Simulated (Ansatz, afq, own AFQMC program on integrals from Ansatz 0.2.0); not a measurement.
H2 + S, triplet in cc-pVTZ along one coordinate

```yaml
atoms:
  - { symbol: H, position_ang: [0.0000, 0.0000, -1.1560] }
  - { symbol: H, position_ang: [0.0000, 0.0000, -0.4110] }
  - { symbol: S, position_ang: [0.0000, 0.0000, 1.5670] }
```

A hydrogen atom is moved from one rigid fragment to the other; the H1–H2 distance tells how far. The two fragments are held close together, so this isn't a minimum-energy path and the start is a compressed complex. Energies in eV count from this geometry (0.745 Å) at the same level; the start stands on UHF, each point on the determinant named.

Basis cc-pVTZ. Noble-gas cores (and the filled d shells of Ga–Kr and In–Xe) are frozen. Ansatz 0.2.0 and our own AFQMC program on the same integrals; the CISD trial comes from CCSD amplitudes, and released means the phaseless constraint is let go. Uncertainties: one standard error, sampling alone.

Cautions, each for one point or more: lower spins were not checked; the ph-AFQMC/CISD walk drifts between its halves; unrestricted determinant slightly spin contaminated.

```tsv
r(H1–H2) / Å	det.	T1	weight	⟨S²⟩	CCSD(T)	ph-AFQMC/CISD	CCSDT(Q)	PBE	B3LYP
0.916	UHF	0.015	0.91	2.04	0.383	0.381 ± 0.003	0.379	0.185	0.285
1.001	UHF	0.020	0.90	2.07	0.639	0.639 ± 0.003	0.632	0.348	0.489
1.087	UHF	0.022	0.90	2.08	0.827	0.822 ± 0.003	0.818	0.476	0.644
1.172	UHF	0.020	0.90	2.07	0.904	0.903 ± 0.003	0.895	0.545	0.721
1.343	UHF	0.014	0.91	2.02	0.875	0.865 ± 0.002	0.871	0.621	0.770
```

Weight is that of the determinant in the CISD state; at the start T1 is 0.011 and the weight 0.91, and ⟨S²⟩ is 2.02. Largest departures from CCSDT(Q), at the points where its series has closed: CCSD(T) 0.009 eV at 1.087 (on UHF), ph-AFQMC/CISD 0.008 eV at 1.172 (on UHF), PBE -0.350 eV at 1.172, B3LYP -0.175 eV at 1.087. Functionals count only at points shown to share the start's state and spin.

Some points may be missing: those where a free walk finds a much lower state, and past Zn most of those on another determinant than at the start.

A walk keeps the symmetry of its determinant, which the program's search chose and which needn't be the lowest solution, so a lower state of the same spin and another symmetry isn't excluded.
